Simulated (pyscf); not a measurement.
Optimised with ωB97X-D3(BJ)/def2-SVP in PySCF.

**Question.** How much does it cost (ΔH, 298 K, ωB97M-D3(BJ)/def2-TZVP) to split H₃C–CH=CH–CH₂–CH₃ at its C–C bond into •HC=CH–CH₃ + •H₂C–CH₃?

**Answer.** C–C to •HC=CH–CH₃ + •H₂C–CH₃: 4.36 eV. The 7 functionals that were run give +3.95 (r²SCAN) to +4.38 eV (ωB97X-D3(BJ)). The radicals are drawn with the spin at the cut bond; how far it spreads was not checked. •HC=CH–CH₃ lies 1.07 eV over its isomer •H₂C–CH=CH₂, and others may lie lower still (electronic energy, ωB97M-D3(BJ)). Other isomers of •H₂C–CH₃ were not searched in full and may lie lower.
